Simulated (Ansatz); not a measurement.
# BSi: the cost of one run

Program: Ansatz 0.2.0 through its Python package. The levels of theory stand in the script. These are calculated values, not measurements.

**1. The structure**

Bond lengths: Si1–B2 2.030 Å.

The script holds or builds the structure itself.

**2. Script**

run_basis.py reads:

```python
'''Basis-set convergence for BSi(-).'''

import ansatz as az
from ase import Atoms

atoms = Atoms(['Si', 'B'], positions=[
    (0.0, 0.0, 0.0),
    (0.0, 0.0, 2.03),
])
molecule = az.Crystal.molecule_from_ase(atoms)

model = (
    molecule.calculation()
    .functional('hf')
    .charge(-1)
    .spin('collinear', total=2)
    .scf(lower_state_search='standard')
)

energies = {}
for basis in ['STO-3G', '6-31G', '6-31G*', 'def2-SVP', 'def2-SVPD', 'def2-TZVP', 'def2-TZVPP']:
    rep = model.basis(gaussian=basis).run(threads=1, pin='off').report
    size = rep['n_frozen'] + rep['n_occupied'][0] + rep['n_virtual'][0]
    energies[basis] = (rep['reference_energy_ev'] / 27.211386246, rep['free_energy_ev'] / 27.211386246)
    print(f'{basis:14s} {size:4d} orbitals  reference {energies[basis][0]:14.6f} Ha  total {energies[basis][1]:14.6f} Ha')

last = energies['def2-TZVPP'][1]
for basis, (_, total) in energies.items():
    print(f'{basis:14s} lies {27.211386 * (total - last):9.4f} eV above def2-TZVPP')
```

**3. The input behind the calls**

The package turns the script's settings into the engine's input (first run):

```yaml
crystal:
  periodic: [false, false, false]
  atoms:
    - { symbol: Si, position_ang: [0.0, 0.0, 0.0] }
    - { symbol: B, position_ang: [0.0, 0.0, 2.03] }
basis:
  gaussian:
    orbitals: STO-3G
hamiltonian:
  xc: hf
magnetization:
  spin_polarized: true
  initial_magnetization: 2.0
total_charge: -1.0
scf:
  lower_state_search: standard
```

**4. Launch**

Command:

```bash
python run_basis.py
```

What time and memory should one allow on 1 thread of Arm Neoverse V2, shared host?

About 9.4 s, with a peak of 0.21 GiB.
